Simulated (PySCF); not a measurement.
**A gas-phase reaction: H4Si + H2Si → H6Si2**

What reaction energy should one expect for `[SiH4]` + `[SiH2]` → `[SiH3][SiH3]`?

Programs: PySCF 2.14.0. All values are calculated, for the isolated system unless a continuum is named. Atoms count from 0, parts from 1.

### 1 The system as given

Each species was relaxed by itself at PBE0-D3(BJ)/def2-SVPD.

### 2 Reaction energy: wB97M-D3(BJ)/def2-TZVPD

Job settings and geometry (Å):

```
{"job": {"kind": "react", "xc": "wB97M-D3(BJ)", "basis": "def2-TZVPD"}, "charge": 0, "multiplicity": 1}
-1 H4Si charge 0 multiplicity 1
Si     0.003060    -0.006320    -0.003240
H      0.215200    -0.596250     1.350210
H     -1.433130    -0.138510    -0.383700
H      0.380890     1.436470     0.018470
H      0.849260    -0.726970    -0.997950

-1 H2Si charge 0 multiplicity 1
Si    -0.009070     0.711610    -0.002510
H     -1.107150    -0.358480    -0.006430
H      1.085060    -0.362500    -0.010820

+1 H6Si2 charge 0 multiplicity 1
Si    -1.169040     0.125630    -0.071790
Si     1.158110    -0.124440     0.073020
H     -1.854820    -1.092650     0.456630
H     -1.579350     0.326620    -1.494830
H     -1.613100     1.308880     0.726020
H      1.602010    -1.306490    -0.726660
H      1.842750     1.094820    -0.454670
H      1.569990    -0.326820     1.495390
```

Level: wB97M-D3(BJ)/def2-TZVPD reaction energy of separated species, gas phase.

The run is started by

```sh
> OMP_NUM_THREADS=1 python cluster_run.py task.json out
```

The driver reads the jobs from task.json and runs them one after another.

The log of the run:

```text
species 1 (H4Si)
coarse grid: 16304 points
cycle   1  E = -291.9161089482  dE = -3.418e-01  |g| = 1.181e-01  |ddm| = 1.460e+00
cycle   2  E = -291.9202124280  dE = -4.103e-03  |g| = 4.770e-02  |ddm| = 1.967e-01
cycle   3  E = -291.9206160195  dE = -4.036e-04  |g| = 9.757e-03  |ddm| = 5.317e-02
cycle   4  E = -291.9206574468  dE = -4.143e-05  |g| = 1.607e-03  |ddm| = 1.807e-02
cycle   5  E = -291.9206588480  dE = -1.401e-06  |g| = 2.633e-04  |ddm| = 5.394e-03
final grid: 33416 points
cycle   6  E = -291.9206458345  dE = -7.863e-08  |g| = 1.401e-04  |ddm| = 7.482e-04
cycle   7  E = -291.9206458437  dE = -9.178e-09  |g| = 5.421e-05  |ddm| = 3.109e-04
cycle   8  E = -291.9206458448  dE = -1.090e-09  |g| = 1.827e-05  |ddm| = 3.928e-05
cycle   9  E = -291.9206458450  dE = -2.669e-10  |g| = 9.779e-07  |ddm| = 3.834e-05
converged SCF energy = -291.9206458450

species 2 (H2Si)
coarse grid: 11360 points
cycle   1  E = -290.6497024700  dE = -2.790e-01  |g| = 1.446e-01  |ddm| = 9.912e-01
cycle   2  E = -290.6557914035  dE = -6.089e-03  |g| = 6.003e-02  |ddm| = 2.086e-01
cycle   3  E = -290.6563139607  dE = -5.226e-04  |g| = 8.630e-03  |ddm| = 6.651e-02
cycle   4  E = -290.6563485430  dE = -3.458e-05  |g| = 2.008e-03  |ddm| = 1.938e-02
cycle   5  E = -290.6563524947  dE = -3.952e-06  |g| = 4.087e-04  |ddm| = 6.732e-03
final grid: 22672 points
cycle   6  E = -290.6563607382  dE = -2.264e-07  |g| = 1.937e-04  |ddm| = 1.543e-03
cycle   7  E = -290.6563607744  dE = -3.612e-08  |g| = 8.045e-05  |ddm| = 6.075e-04
cycle   8  E = -290.6563607803  dE = -5.906e-09  |g| = 3.430e-05  |ddm| = 2.375e-04
cycle   9  E = -290.6563607818  dE = -1.529e-09  |g| = 2.061e-06  |ddm| = 1.947e-04
cycle  10  E = -290.6563607818  dE = -3.809e-12  |g| = 5.823e-07  |ddm| = 8.807e-06
converged SCF energy = -290.6563607818

species 3 (H6Si2)
coarse grid: 27656 points
cycle   1  E = -582.6512149769  dE = -3.736e-01  |g| = 1.647e-01  |ddm| = 1.925e+00
cycle   2  E = -582.6597330196  dE = -8.518e-03  |g| = 7.166e-02  |ddm| = 2.376e-01
cycle   3  E = -582.6608169240  dE = -1.084e-03  |g| = 1.402e-02  |ddm| = 9.319e-02
cycle   4  E = -582.6609225138  dE = -1.056e-04  |g| = 1.949e-03  |ddm| = 2.625e-02
cycle   5  E = -582.6609252712  dE = -2.757e-06  |g| = 4.091e-04  |ddm| = 5.339e-03
final grid: 56088 points
cycle   6  E = -582.6608958784  dE = -1.838e-07  |g| = 2.231e-04  |ddm| = 1.431e-03
cycle   7  E = -582.6608959028  dE = -2.440e-08  |g| = 9.830e-05  |ddm| = 4.527e-04
cycle   8  E = -582.6608959063  dE = -3.450e-09  |g| = 2.959e-05  |ddm| = 1.573e-04
cycle   9  E = -582.6608959073  dE = -9.875e-10  |g| = 1.935e-06  |ddm| = 1.157e-04
converged SCF energy = -582.6608959073

Reaction energy = -54.086 kcal/mol
```

Run time: 6.5 s. Hardware: 1 thread of Arm Neoverse V1, shared host; peak memory 0.55 GiB.

Species by species (with the dispersion term, which the log's SCF energies lack):

| ν | species | energy (Eh) | HOMO (eV) |
| --- | --- | --- | --- |
| -1 | [SiH4] | -291.92342 | -12.22 |
| -1 | [SiH2] | -290.65772 | -9.06 |
| +1 | [SiH3][SiH3] | -582.66733 | -10.50 |

### 3 Reaction energy: PBE0-D3(BJ)/def2-TZVPD

Same as in step 2 but for these lines:

```diff
@@ -1,2 +1,2 @@
-{"job": {"kind": "react", "xc": "wB97M-D3(BJ)", "basis": "def2-TZVPD"}, "charge": 0, "multiplicity": 1}
+{"job": {"kind": "react", "xc": "PBE0", "basis": "def2-TZVPD", "disp": "d3bj"}, "charge": 0, "multiplicity": 1}
 -1 H4Si charge 0 multiplicity 1
```

Method: PBE0-D3(BJ)/def2-TZVPD reaction energy of separated species, gas phase.

The log of the run:

```text
species 1 (H4Si)
coarse grid: 4104 points
cycle   1  E = -291.7551800593  dE = -2.941e-01  |g| = 9.466e-02  |ddm| = 1.332e+00
cycle   2  E = -291.7566374526  dE = -1.457e-03  |g| = 3.382e-02  |ddm| = 1.411e-01
cycle   3  E = -291.7567174035  dE = -7.995e-05  |g| = 5.643e-03  |ddm| = 2.106e-02
cycle   4  E = -291.7567219802  dE = -4.577e-06  |g| = 1.115e-03  |ddm| = 1.059e-02
final grid: 33416 points
cycle   5  E = -291.7561327714  dE = -2.880e-06  |g| = 4.744e-04  |ddm| = 6.676e-03
cycle   6  E = -291.7561328241  dE = -5.266e-08  |g| = 2.386e-04  |ddm| = 1.421e-03
cycle   7  E = -291.7561328444  dE = -2.030e-08  |g| = 6.507e-05  |ddm| = 3.707e-04
cycle   8  E = -291.7561328449  dE = -5.092e-10  |g| = 7.864e-06  |ddm| = 8.119e-05
converged SCF energy = -291.7561328449

species 2 (H2Si)
coarse grid: 2864 points
cycle   1  E = -290.4819115144  dE = -1.972e-01  |g| = 1.356e-01  |ddm| = 1.034e+00
cycle   2  E = -290.4851145477  dE = -3.203e-03  |g| = 7.525e-02  |ddm| = 2.311e-01
cycle   3  E = -290.4864136631  dE = -1.299e-03  |g| = 7.869e-03  |ddm| = 7.662e-02
cycle   4  E = -290.4864287314  dE = -1.507e-05  |g| = 5.302e-04  |ddm| = 8.314e-03
cycle   5  E = -290.4864288261  dE = -9.470e-08  |g| = 8.612e-05  |ddm| = 9.616e-04
final grid: 22672 points
cycle   6  E = -290.4862869291  dE = -2.071e-06  |g| = 5.902e-04  |ddm| = 3.969e-03
cycle   7  E = -290.4862869683  dE = -3.915e-08  |g| = 3.628e-04  |ddm| = 9.252e-04
cycle   8  E = -290.4862869863  dE = -1.804e-08  |g| = 1.138e-05  |ddm| = 3.010e-04
cycle   9  E = -290.4862869864  dE = -6.611e-11  |g| = 6.408e-06  |ddm| = 2.917e-05
converged SCF energy = -290.4862869864

species 3 (H6Si2)
coarse grid: 6968 points
cycle   1  E = -582.3367870674  dE = -3.358e-01  |g| = 1.278e-01  |ddm| = 1.837e+00
cycle   2  E = -582.3393597020  dE = -2.573e-03  |g| = 5.170e-02  |ddm| = 1.674e-01
cycle   3  E = -582.3396536426  dE = -2.939e-04  |g| = 1.106e-02  |ddm| = 4.865e-02
cycle   4  E = -582.3396857216  dE = -3.208e-05  |g| = 3.425e-03  |ddm| = 1.738e-02
cycle   5  E = -582.3396906233  dE = -4.902e-06  |g| = 1.692e-04  |ddm| = 4.834e-03
final grid: 56088 points
cycle   6  E = -582.3385374863  dE = -5.658e-06  |g| = 8.189e-04  |ddm| = 1.424e-02
cycle   7  E = -582.3385375514  dE = -6.511e-08  |g| = 5.204e-04  |ddm| = 1.597e-03
cycle   8  E = -582.3385375916  dE = -4.018e-08  |g| = 4.371e-05  |ddm| = 6.002e-04
cycle   9  E = -582.3385375923  dE = -6.394e-10  |g| = 2.319e-05  |ddm| = 8.948e-05
converged SCF energy = -582.3385375923

Reaction energy = -61.730 kcal/mol
```

It took 2.6 s on 1 thread of Arm Neoverse V1, shared host; peak memory 0.53 GiB.

Reaction energy at this level: -61.73 kcal/mol.

### 4 Energies of the species: MP2/def2-TZVPD

Same as in step 3 but for these lines:

```diff
@@ -1,2 +1,2 @@
-{"job": {"kind": "react", "xc": "PBE0", "basis": "def2-TZVPD", "disp": "d3bj"}, "charge": 0, "multiplicity": 1}
+{"job": {"kind": "react", "xc": "MP2", "basis": "def2-TZVPD"}, "charge": 0, "multiplicity": 1}
 -1 H4Si charge 0 multiplicity 1
```

Level: MP2/def2-TZVPD reaction energy of separated species, gas phase.

The log of the run:

```text
species 1 (H4Si)
final grid: 33416 points
cycle   1  E = -291.2395057128  dE = -4.127e-01  |g| = 1.809e-01  |ddm| = 1.376e+00
cycle   2  E = -291.2559623138  dE = -1.646e-02  |g| = 5.129e-02  |ddm| = 1.576e-01
cycle   3  E = -291.2575305674  dE = -1.568e-03  |g| = 1.612e-02  |ddm| = 8.402e-02
cycle   4  E = -291.2576431525  dE = -1.126e-04  |g| = 2.274e-03  |ddm| = 2.531e-02
cycle   5  E = -291.2576473937  dE = -4.241e-06  |g| = 4.835e-04  |ddm| = 1.035e-02
cycle   6  E = -291.2576476075  dE = -2.139e-07  |g| = 5.170e-05  |ddm| = 2.142e-03
cycle   7  E = -291.2576476097  dE = -2.134e-09  |g| = 3.778e-06  |ddm| = 1.885e-04
cycle   8  E = -291.2576476097  dE = -9.038e-12  |g| = 3.012e-07  |ddm| = 3.460e-05
converged SCF energy = -291.2576476097

species 2 (H2Si)
final grid: 22672 points
cycle   1  E = -290.0128543787  dE = -3.382e-01  |g| = 1.611e-01  |ddm| = 1.000e+00
cycle   2  E = -290.0248707538  dE = -1.202e-02  |g| = 4.497e-02  |ddm| = 1.910e-01
cycle   3  E = -290.0257278148  dE = -8.571e-04  |g| = 1.411e-02  |ddm| = 8.807e-02
cycle   4  E = -290.0258520922  dE = -1.243e-04  |g| = 2.755e-03  |ddm| = 3.190e-02
cycle   5  E = -290.0258605689  dE = -8.477e-06  |g| = 6.584e-04  |ddm| = 8.493e-03
cycle   6  E = -290.0258611327  dE = -5.638e-07  |g| = 1.002e-04  |ddm| = 2.863e-03
cycle   7  E = -290.0258611429  dE = -1.013e-08  |g| = 7.900e-06  |ddm| = 5.188e-04
cycle   8  E = -290.0258611429  dE = -4.570e-11  |g| = 1.257e-06  |ddm| = 4.233e-05
converged SCF energy = -290.0258611429

species 3 (H6Si2)
final grid: 56088 points
cycle   1  E = -581.3292767066  dE = -4.624e-01  |g| = 2.440e-01  |ddm| = 1.842e+00
cycle   2  E = -581.3608060399  dE = -3.153e-02  |g| = 7.444e-02  |ddm| = 2.846e-01
cycle   3  E = -581.3641247601  dE = -3.319e-03  |g| = 2.479e-02  |ddm| = 1.420e-01
cycle   4  E = -581.3644561274  dE = -3.314e-04  |g| = 3.725e-03  |ddm| = 3.444e-02
cycle   5  E = -581.3644692385  dE = -1.311e-05  |g| = 9.304e-04  |ddm| = 1.189e-02
cycle   6  E = -581.3644700818  dE = -8.434e-07  |g| = 1.125e-04  |ddm| = 2.720e-03
cycle   7  E = -581.3644700947  dE = -1.285e-08  |g| = 2.350e-05  |ddm| = 4.435e-04
cycle   8  E = -581.3644700952  dE = -5.398e-10  |g| = 4.991e-06  |ddm| = 1.108e-04
converged SCF energy = -581.3644700952

Reaction energy = -58.321 kcal/mol
```

Run time: 1.3 s. Hardware: 1 thread of Arm Neoverse V1, shared host; peak memory 0.35 GiB.

Reaction energy at this level: -58.32 kcal/mol.

### 5 Side by side

Energies in kcal/mol, with wall time:

| run | reaction | time |
| --- | --- | --- |
| wB97M-D3(BJ)/def2-TZVPD | -54.09 | 6.5 s |
| PBE0-D3(BJ)/def2-TZVPD | -61.73 | 2.6 s |
| MP2/def2-TZVPD | -58.32 | 1.3 s |

### 6 Results

| quantity | value |
| --- | --- |
| reaction energy (wB97M-D3(BJ)/def2-TZVPD) | -54.09 kcal/mol |
| ΔH, ΔG at 298 K (xTB thermal terms) | -52.3, -41.7 kcal/mol |
| range of the reaction energy over the runs of this table | -61.73 to -54.09 kcal/mol |

The reaction is exothermic by 52.3 kcal/mol in the gas phase; dispersion gives -1.44, and xTB itself gave -41.36 for the electronic energy (xTB energies and thermal terms come from the earlier relaxation of each species, not shown). No barrier was sought. xTB and this level differ widely in the electronic energy, so what comes from xTB (the thermal terms above all) is less safe here. The reaction energy runs from -61.73 (PBE0-D3(BJ)/def2-TZVPD) to -54.09 kcal/mol (wB97M-D3(BJ)/def2-TZVPD).
